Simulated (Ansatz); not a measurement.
Process, species as SMILES: CO (CH3-OH) → C atom + 4 H atom + O atom
B3LYP-D3(BJ)/def2-TZVP geometries, fixed; electronic energies without zero-point terms.

Energies in hartree at PBE0 with Ansatz (a first-principles code); the atomisation energy is their sum with the coefficients shown, times 627.509 kcal/mol a hartree. All functions are spherical. The program fits the integrals of some runs and decomposes those of others, by size. Open shells are unrestricted. No added dispersion term, no relativity.

```tsv
species	coefficient	part	cc-pVDZ	cc-pVTZ	cc-pVQZ
CO (CH3-OH)	-1	PBE0	-115.58986	-115.63352	-115.64442
C atom	+1	PBE0	-37.79901	-37.80444	-37.80643
H atom	+4	PBE0	-0.50029	-0.50104	-0.50123
O atom	+1	PBE0	-74.99304	-75.01427	-75.02042
```

**Question.** Predict the atomisation energy in cc-pV5Z (X = 5): let each PBE0 step shrink by the ratio of the last two. Compare with the run.

**Answer.** 
- CO (CH3-OH): steps -0.04366 and -0.01090, ratio 0.250, so PBE0 -115.64714 (run: -115.64796).
- C atom: steps -0.00543 and -0.00199, ratio 0.366, so PBE0 -37.80716 (run: -37.80724).
- H atom: steps -0.00075 and -0.00019, ratio 0.253, so PBE0 -0.50128 (run: -0.50131).
- O atom: steps -0.02123 and -0.00615, ratio 0.290, so PBE0 -75.02220 (run: -75.02252).
Predicted 509.95 kcal/mol; the run in cc-pV5Z gives 510.14, a miss of -0.19. Keeping the value in cc-pVQZ, 509.95, would miss by -0.19. All sums are of the energies as printed.
